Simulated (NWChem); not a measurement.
# C2H4F2 (SMILES CC(F)F): levels of theory compared

We compute a comparison of 4 runs (BLYP/6-311+G**, PBE/6-311+G**, SVWN5/6-311+G**, CCSD(T)/6-311+G**) of C2H4F2. 

Program for the calculation: NWChem 7.3.0.

### Step 1. The molecule

The species is C2H4F2 (8 atoms), meant as a singlet with charge 0. As SMILES, `CC(F)F`. The C2–H8 distance was set to 1.643 Å, away from the relaxed value. At this shape a bond of the SMILES string is far longer than usual.

Bond lengths: C1–C2 1.497 Å, C2–F3 1.361 Å, C2–F4 1.361 Å, C1–H5 1.091 Å, C1–H6 1.091 Å, C1–H7 1.090 Å. Angles: C1–C2–F3 110.3°, C1–C2–F4 110.3°, F3–C2–F4 107.0°, C2–C1–H5 109.4°, C2–C1–H6 109.9°, C2–C1–H7 109.9°, H5–C1–H6 109.3°, H5–C1–H7 109.3°, H6–C1–H7 109.1°. A long bond or contact: C2–H8 1.643 Å.

### Step 2. A single-point energy at BLYP/6-311+G(d,p) (run 1)

Input file c2h4f2.nw:

```
start c2h4f2
title "C2H4F2 BLYP"
memory total 2200 mb

geometry units angstroms noautosym nocenter noautoz
  C     0.480309    0.986682   -0.145536
  C     0.425009   -0.509118   -0.177036
  F     1.402509   -1.034318    0.610264
  F     0.645209   -0.963018   -1.440736
  H     1.458409    1.320982   -0.494236
  H     0.319809    1.341882    0.872964
  H    -0.293991    1.399682   -0.792836
  H    -1.006100   -1.136400    0.329500
end

basis spherical bse
  C library 6-311+G**
  F library 6-311+G**
  H library 6-311+G**
end

dft
  xc becke88 lyp
  grid fine
  convergence energy 1e-08
  maxiter 100
  mulliken
end

task dft energy
```

Started as:

```sh
$ nwchem c2h4f2.nw > c2h4f2.out
```

Standard output:

```text
[...]
          Wavefunction type:  closed shell.
          No. of atoms     :     8
          No. of electrons :    34
[...]
          Charge           :     0
          Spin multiplicity:     1
[...]
          AO basis - number of functions:   112
[...]
              XC Information
              --------------
                    Becke 1988 Exchange Functional  1.000
              Lee-Yang-Parr Correlation Functional  1.000
[...]
 d= 0,ls=0.0,diis     1   -278.1287919959 -4.09D+02  1.22D-02  1.75D+00     2.5
[...]
 d= 0,ls=0.0,diis    10   -278.2770836874 -8.93D-09  7.96D-07  3.27D-08    20.9
         Total DFT energy =     -278.277083687437
      One electron energy =     -642.412984764132
           Coulomb energy =      266.692796261822
    Exchange-Corr. energy =      -33.108259662808
 Nuclear repulsion energy =      130.551364477680
[...]
      Total Density - Mulliken Population Analysis
     ---------------------------------------------
    Atom       Charge   Shell Charges
 -----------   ------   -------------------------------------------------------
    1 C    6     6.35   1.10  0.88  0.68  0.76  1.52  0.45  0.87  0.05 -0.01  0.04
    2 C    6     6.03   1.11  0.88  0.56  0.81  1.33  0.44  0.55  0.12  0.05  0.18
    3 F    9     9.08   1.08  0.92  1.19  1.10  2.32  0.86  1.62 -0.06  0.05  0.00
    4 F    9     9.08   1.08  0.92  1.19  1.10  2.32  0.86  1.62 -0.06  0.05  0.00
    5 H    1     0.84   0.28  0.46  0.08  0.02
    6 H    1     0.84   0.28  0.46  0.08  0.02
    7 H    1     0.84   0.28  0.46  0.08  0.02
    8 H    1     0.94   0.20  0.48  0.26  0.01
[...]
```

Run time: 22 s. Hardware: 1 thread of Intel Xeon Platinum 8488C (Sapphire Rapids), shared host; peak memory 0.12 GiB.

### Step 3. The energy at PBE/6-311+G(d,p) (run 2)

Input file run.py:

```python
from ase import Atoms
from ase.calculators.nwchem import NWChem

mol = Atoms(['C', 'C', 'F', 'F', 'H', 'H', 'H', 'H'], positions=[
    [0.480309, 0.986682, -0.145536],
    [0.425009, -0.509118, -0.177036],
    [1.402509, -1.034318, 0.610264],
    [0.645209, -0.963018, -1.440736],
    [1.458409, 1.320982, -0.494236],
    [0.319809, 1.341882, 0.872964],
    [-0.293991, 1.399682, -0.792836],
    [-1.006100, -1.136400, 0.329500],
])

calc = NWChem(
    label='c2h4f2',
    theory='dft',
    memory='2200 mb',
    basis='6-311+G**',
    basispar='spherical bse',
    dft={'xc': 'xpbe96 cpbe96', 'mult': '1', 'grid': 'fine', 'convergence': 'energy 1e-08', 'iterations': '100', 'mulliken': None},
    task='energy',
)
mol.calc = calc

print(f"energy = {mol.get_potential_energy():.6f} eV")
print("dipole (e A):", mol.get_dipole_moment().round(4))
```

Started as:

```sh
$ export ASE_NWCHEM_COMMAND="nwchem PREFIX.nwi > PREFIX.nwo"
$ python run.py
```

Standard output:

```text
energy = -7565.747326 eV
dipole (e A): [-0.1507  0.4023  0.0697]
```

The calculator wrote c2h4f2.nwi:

```
title "c2h4f2"

permanent_dir c2h4f2

scratch_dir c2h4f2

start c2h4f2

geometry units angstrom nocenter noautosym noautoz
  C  4.8030899999999999e-01 9.8668199999999995e-01 -1.4553600000000000e-01
  C  4.2500900000000003e-01 -5.0911799999999996e-01 -1.7703600000000000e-01
  F  1.4025090000000000e+00 -1.0343180000000001e+00 6.1026400000000003e-01
  F  6.4520900000000003e-01 -9.6301800000000004e-01 -1.4407360000000000e+00
  H  1.4584090000000001e+00 1.3209820000000001e+00 -4.9423600000000001e-01
  H  3.1980900000000001e-01 1.3418820000000000e+00 8.7296399999999996e-01
  H  -2.9399100000000000e-01 1.3996820000000001e+00 -7.9283599999999999e-01
  H  -1.0061000000000000e+00 -1.1364000000000001e+00 3.2950000000000002e-01
end

memory 2200 mb

basis spherical bse noprint
   * library 6-311+G**
end

dft
  xc xpbe96 cpbe96
  mult 1
  grid fine
  convergence energy 1e-08
  iterations 100
  mulliken
end

task dft energy
```

c2h4f2.nwo:

```text
Northwest Computational Chemistry Package (NWChem) 7.3.0
             --------------------------------------------------------

           Job information
           ---------------

    nwchem branch   = 7.3.0
    use scalapack   = T
    input           = c2h4f2.nwi
    prefix          = c2h4f2.
    data base       = c2h4f2/c2h4f2.db
    status          = startup
    nproc           =        1

           Memory information
           ------------------

[... 5 lines left out ...]
    hardfail = no
[... 122 lines left out ...]
          Convergence on energy requested:  1.00D-08
[... 23 lines left out ...]
          Convergence Information
[... 30 lines left out ...]
 1-e energy   =    -640.512585
[... 43 lines left out ...]
      One electron energy =     -642.385400588026
[... 8 lines left out ...]
                       DFT Final Molecular Orbital Analysis
[... 821 lines left out ...]
     Multipole analysis of the density
     ---------------------------------

     L   x y z        total         alpha         beta         nuclear
     -   - - -        -----         -----         ----         -------
     0   0 0 0     -0.000000    -17.000000    -17.000000     34.000000

     1   1 0 0     -0.284754    -23.139867    -23.139867     45.994980
[... 8 lines of this table left out ...]
     2   0 0 2    -19.080794    -52.557278    -52.557278     86.033763

 Task  times  cpu:       23.1s     wall:       23.1s
 Total times  cpu:       23.1s     wall:       23.1s
```

Wall time 24 s (1 thread of Intel Xeon Platinum 8488C (Sapphire Rapids), shared host); peak memory 0.12 GiB.

Run 3 isn't shown in full; the table further down has it.

### Step 4. The energy at CCSD(T)/6-311+G(d,p) (run 4)

Input file geom.nw:

```
echo
start geom
title "C2H4F2"
memory total 2200 mb

geometry noautosym nocenter noautoz
 C      0.480309     0.986682    -0.145536
 C      0.425009    -0.509118    -0.177036
 F      1.402509    -1.034318     0.610264
 F      0.645209    -0.963018    -1.440736
 H      1.458409     1.320982    -0.494236
 H      0.319809     1.341882     0.872964
 H     -0.293991     1.399682    -0.792836
 H     -1.006100    -1.136400     0.329500
end

basis spherical bse
 * library 6-311+G**
end

scf
 thresh 1e-08
 maxiter 80
end

ccsd
 freeze core 4
 maxiter 60
end

task ccsd(t)
```

Started as:

```sh
$ nwchem geom.nw > geom.out
```

Standard output:

```text
[...]
  functions       =   112
[...]
  wavefunction    = RHF
[...]
         Total SCF energy =   -276.940445603751
      One-electron energy =   -642.246683266468
      Two-electron energy =    234.754873185037
 Nuclear repulsion energy =    130.551364477680
        Time for solution =     21.9s
[...]
 Total MP2 energy:           -277.663491855328630
[...]
             energy      energy      error      ampl     ampl      Block
                                                time     time      time
[...]
 Total CCSD energy:           -277.691011321424298
[...]
 Total CCSD+T(CCSD) energy:           -277.716022203651676
[...]
 Total CCSD(T) energy:                -277.714304740137379
[...]
```

Run time: 5.4 min. Hardware: 1 thread of Intel Xeon Platinum 8488C (Sapphire Rapids), shared host; peak memory 0.47 GiB.

### Step 5. The series

```csv
run,level,integration grid,iteration cap,energy (Eh),dipole moment (D),HOMO energy (eV),LUMO energy (eV),wall time
1,BLYP/6-311+G**,fine,100,-278.277084,2.11,-7.33,-1.75,22 s
2,PBE/6-311+G**,fine,100,-278.036088,2.09,-7.37,-1.73,24 s
3,SVWN5/6-311+G**,fine,100,-276.332204,2.17,-7.46,-1.83,17 s
4,CCSD(T)/6-311+G**,–,80,-277.714305,–,-12.08,1.95,5.4 min
```

### Step 6. Outcome

```
                                          quantity          value
                               run 4: total energy  -277.71430 Eh
        run 4: HOMO energy (Hartree–Fock orbitals)      -12.08 eV
        run 4: LUMO energy (Hartree–Fock orbitals)        1.95 eV
      run 4: HOMO–LUMO gap (Hartree–Fock orbitals)       14.03 eV
run 4: correlation energy (4 core orbitals frozen)     -773.9 mEh
                             run 4: (T) correction     -23.29 mEh
```

**Reading.** Over runs 1, 2, 3 the dipole moment (its size) runs from 2.09 D (PBE/6-311+G**) to 2.17 D (SVWN5/6-311+G**). Over runs 1, 2, 3 the HOMO–LUMO gap runs from 5.58 eV (BLYP/6-311+G**) to 5.64 eV (PBE/6-311+G**). Totals of different functionals can't be ranked against each other. All runs together took 6.5 min, the longest 5.4 min.
